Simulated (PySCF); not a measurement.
# Adding and removing an electron: CO

r²SCAN; basis C cc-pVTZ, O cc-pVTZ; no relativity; PySCF 2.14. Neutral (UKS): singlet (closed shell), Re = 1.129 Å, ωe = 2192 cm⁻¹, De = 11.08 eV, HOMO -9.41 eV, LUMO -1.58 eV.

CO⁺ (UKS): doublet (σ ↑), Re = 1.113 Å, ωe = 2275 cm⁻¹, De = 8.94 eV to C⁺ + O. The energies at the minima are -113.29389 hartree for CO and -112.78603 for CO⁺.

Question: Work out the adiabatic ionisation energy, without and with harmonic zero-point energies (1 hartree = 27.2114 eV, 1 eV = 8065.5 cm⁻¹), and the change of the bond length.

Answer: At r²SCAN: 0.50786 hartree = 13.820 eV between the minima; the zero-point term (2275.0 − 2192.0)/2 cm⁻¹ = +0.005 eV makes it 13.825 eV. Re changes by -1.6 pm against the neutral. Minus the HOMO energy is 9.41 eV, -4.41 eV from the value between the minima; self-interaction puts the Kohn–Sham level too high, less so with exact exchange. The electron leaves a σ orbital, and the shorter bond of the ion fits an antibonding orbital, or a change in how ionic the bond is.

For an ion De counts to the pair picked by the measured ionisation energies or electron affinities, which need not be the lowest pair at this level. States were picked by a PBE0 search and need not be the measured ground states.
